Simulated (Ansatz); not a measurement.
CH2 (SMILES [CH2]) moved off its minimum; all values from Ansatz (a program for electronic structure), cores frozen in correlated methods.
(charge 0, multiplicity 1)
```xyz
3

C      0.11187     0.20382     0.01590
H     -0.89361    -0.51918    -0.07486
H      0.81056    -0.46406    -0.01562
```

Forces at HF/def2-TZVPP (eV/Å):

```
atom      Fx      Fy      Fz
----  ------  ------  ------
C1    -7.236   2.230  -0.052
H2     2.519   2.003   0.243
H3     4.717  -4.233  -0.190
```

Problem. Give the forces (eV/Å), the total energy and the dipole at CCSD(T)/aug-cc-pVTZ.

Solution. 
```tsv
atom	Fx	Fy	Fz
C1	-7.018	2.933	0.011
H2	2.133	1.617	0.199
H3	4.885	-4.550	-0.211
```
Energy -39.0419 hartree, dipole 1.69 D.

Doubts at one or more of the structures used: a restricted determinant that unrestricted orbitals would lower (CCSD(T)/aug-cc-pVTZ).
